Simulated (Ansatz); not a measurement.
Compare A (`CCO`) with its isomer B (`COC`).

Calculated with Ansatz (gas phase, PBE0-D4/def2-TZVP geometries, no zero-point term in ΔE). CCSD(T)/CBS adds triple-zeta CCSD(T) − MP2 to the extrapolated MP2 energy (def2 sets, frozen cores). DFT in def2-TZVPP. B3LYP here is the variant with VWN-RPA as its local correlation; programs differ in this. Each species was taken in one conformer, which may not be the lowest.

Which isomer does CCSD(T)/CBS put lower? Give the gap. (An estimate is asked.)

Computed: A, by 52.0 kJ/mol.

Give E(B) − E(A) in kJ/mol with LDA (SPW92), r2SCAN-D4, PBE0-D4, CCSD/def2-TZVPP, CCSD(T)/def2-TZVPP, B3LYP, BLYP-D4. (An estimate is asked.)

Computed: LDA (SPW92) 49.1, r2SCAN-D4 48.2, PBE0-D4 49.7, CCSD/def2-TZVPP 49.3, CCSD(T)/def2-TZVPP 49.4, B3LYP 44.4, BLYP-D4 42.3. None reverses the order clearly.

Does the order hold for the free energy at 298.15 K (harmonic terms from PBE0-D4)? (Best estimate.)

Computed: Yes: G(B) − G(A) = +52.8 kJ/mol, for one conformer each.

Largest T1 diagnostic: 0.010.

From BLYP to BHLYP (50 % exact exchange), in def2-TZVPP and without D4, E(B) − E(A) moves by +3.2 kJ/mol. At CCSD(T), def2-SVP lies −7.7 kJ/mol from the extrapolated value and def2-TZVPP −2.6 kJ/mol.
